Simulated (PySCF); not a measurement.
What binds SiF⁻: the parts of the energy along the bond

State: ³Σ⁻, triplet, unpaired electrons π ↑↑. ROHF-based CCSD(T) in PySCF 2.14 with Si aug-cc-pV(D+d)Z, F aug-cc-pVDZ and Si aug-cc-pV(T+d)Z, F aug-cc-pVTZ (frozen core orbitals: 6; no relativity). Correlation energies are extrapolated as n⁻³ (n = 2, 3), Hartree–Fock as (n+1)·exp(−9√n). CV is the change on freezing 1 orbitals instead, in Si cc-pwCVTZ, F cc-pwCVTZ. SR is the spin-free X2C energy in Si cc-pVTZ-DK, F cc-pVTZ-DK less the non-relativistic one in Si cc-pVTZ, F cc-pVTZ. All energies in eV from Si + F⁻.

| R (Å) | HF/CBS | CCSD corr. | (T) | CV | SR | total |
| --- | --- | --- | --- | --- | --- | --- |
| 1.5262 | -3.257 | 0.046 | -0.0004 | -0.0087 | 0.0093 | -3.211 |
| 1.5956 | -3.447 | -0.001 | -0.0104 | -0.0005 | 0.0097 | -3.450 |
| 1.6650 | -3.490 | -0.042 | -0.0202 | 0.0054 | 0.0095 | -3.537 |
| 1.7344 | -3.436 | -0.076 | -0.0296 | 0.0095 | 0.0090 | -3.523 |
| 1.8037 | -3.320 | -0.104 | -0.0385 | 0.0123 | 0.0083 | -3.442 |
| 1.8905 | -3.126 | -0.132 | -0.0488 | 0.0145 | 0.0073 | -3.285 |
| 1.9772 | -2.903 | -0.152 | -0.0578 | 0.0157 | 0.0063 | -3.091 |

A fit to the total gives Re = 1.6869 Å, De = 3.541 eV, ωe = 660.5 cm⁻¹, Be = 0.5236 cm⁻¹ (masses 27.9769 and 18.9984 u).

Q: At R = 1.6650 Å the CCSD correlation energy is -0.300713 hartree in the smaller basis and -0.367099 in the larger. Extrapolate it.

A: (3³·E3 − 2³·E2)/(3³ − 2³) = -0.39505 hartree; the larger basis holds 92.9 % of it.

The T1 diagnostic is 0.021. The state was picked by a PBE0 search and need not be the measured ground state. Spin–orbit coupling, excitations beyond (T) and corrections to the Born–Oppenheimer picture are left out.
